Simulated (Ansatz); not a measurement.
Rock-salt MgS was calculated with PBE-D4 (Ansatz, a first-principles code, PAW).

Settings: plane-wave cutoff 520 eV, 12×12×12 k mesh, Fermi–Dirac smearing 0.01 eV, scalar-relativistic PAW data made under PBE.

Computed at the level's own relaxed cell.

```
CELL_PARAMETERS angstrom
      0.00000     2.58560     2.58560
      2.58560     0.00000     2.58560
      2.58560     2.58560     0.00000
ATOMIC_POSITIONS crystal
  Mg 0.00000 0.00000 0.00000
  S  0.50000 0.50000 0.50000
```

Task: List the 5 lowest band energies at Γ above −25 eV (eV, relative to the valence band maximum), grouping those that round alike.

Result: At Γ: -12.77, 0.00 (×3), 3.87.
